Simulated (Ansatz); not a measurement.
# PH₂+ (triplet): wave-function methods side by side, def2-TZVPP

One table from this session's results is given with a row withheld; the runs are named, their logs left out.

Computed with Ansatz 0.2.0, Gaussian basis. Level: def2-TZVPP, core rule «outside noble gas», up to 5 orbitals frozen.

Plan: UHF; ROHF; CCSD(T) on UHF.

2 further runs of the same task are left out: 2 set aside as unsound or not needed.

## What is computed

The geometry is a PBE0/def2-TZVP stationary point (not a proven minimum) of the parent state, kept for this charge and spin.

3 atoms, charge 1, spin multiplicity 3.

Atoms are counted from 1 here; the program's logs count them from 0.

Bond lengths: P1–H2 1.429 Å, P1–H3 1.429 Å. Angles: H2–P1–H3 91.7°.

Set-up of the first run:

Input file in.yaml:

```yaml
crystal:
  periodic: [false, false, false]
  atoms:
    - {symbol: P, position_ang: [0.000000, -0.060825, 0.000000]}
    - {symbol: H, position_ang: [0.000000, 0.934570, -1.025556]}
    - {symbol: H, position_ang: [0.000000, 0.934568, 1.025558]}
basis:
  gaussian: {orbitals: def2-TZVPP}
total_charge: 1
magnetization: {spin_polarized: true, initial_magnetization: 2}
hamiltonian: {xc: hf}
output: {orbitals: {seedname: orbitals}}
```

Started as:

```bash
$ ansatz run in.yaml --threads 1 --pin off --events-out ev --progress --plain --max-ram 4096MiB --backend cpu
```

Among the steps run: UHF; ROHF; CCSD(T) on UHF.

One of the session's tables, all rows but one given; the rest of the session is left out.

| method | from UCCSD(T) (meV) |
| --- | --- |
| ROHF | +3629.7 |
| UHF | +3549.5 |
| UMP2 | ? |
| UCCSD | +107.5 |
| UCCSD(T) | 0 |

Estimate the missing values for UMP2.

The run gave: from UCCSD(T) (meV): +759.7. In the column «from UCCSD(T) (meV)» it lies between UCCSD (+107.5) and UHF (+3549.5).
